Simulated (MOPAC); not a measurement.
MOPAC input (PM3):

```
PM3 1SCF CHARGE=1 GEO-OK AUX(PRECISION=9) THREADS=1
C2H5O2

C    -0.04887922 1    0.02816407 1    0.01029449 1
O     0.09072173 1    1.27310310 1   -0.27738523 1
O    -1.23147366 1   -0.37305957 1    0.26682771 1
H    -1.91131900 1    0.32935391 1    0.20573748 1
C     1.05439472 1   -0.94695257 1    0.03698835 1
H     1.93332978 1   -0.51883307 1    0.52200439 1
H     0.74223535 1   -1.85924173 1    0.53822897 1
H     1.32196362 1   -1.18489202 1   -0.99951600 1
H     1.00671254 1    1.54599575 1   -0.46569164 1
```

**Question.** What heat of formation does the run end on, and which ionisation energy by Koopmans theorem?

**Answer.** 83.30 kcal/mol; 19.57 eV.
